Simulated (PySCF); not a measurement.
Job for PySCF: R-BP86/6-31G* on H6N2 (a complex).

```python
from pyscf import gto, scf, dft, mp
from pyscf.data.elements import chemcore

mol = gto.M(
    atom='''
    N    -0.04998129   -1.58709323    0.00000000
    H     0.12296265   -2.16846018    0.81105976
    H     0.12296265   -2.16846018   -0.81105976
    H     0.65988580   -0.86235298    0.00000000
    N     0.04998129    1.58709323    0.00000000
    H    -0.12296265    2.16846018    0.81105976
    H    -0.65988580    0.86235298    0.00000000
    H    -0.12296265    2.16846018   -0.81105976
    ''',
    basis='6-31g*',
    cart=True,
    charge=0, spin=0, verbose=3, max_memory=1800)
mf = dft.RKS(mol, xc='b88,p86')
mf.conv_tol = 1e-8
mf.max_cycle = 100
mf.kernel()
if not mf.converged:
    mf = mf.newton().run(mf.mo_coeff, mf.mo_occ)
```

Output:

```
converged SCF energy = -113.098729499117
```

The calculation finished and met its thresholds.

Cost: about 1.4 core-seconds (a rough figure).
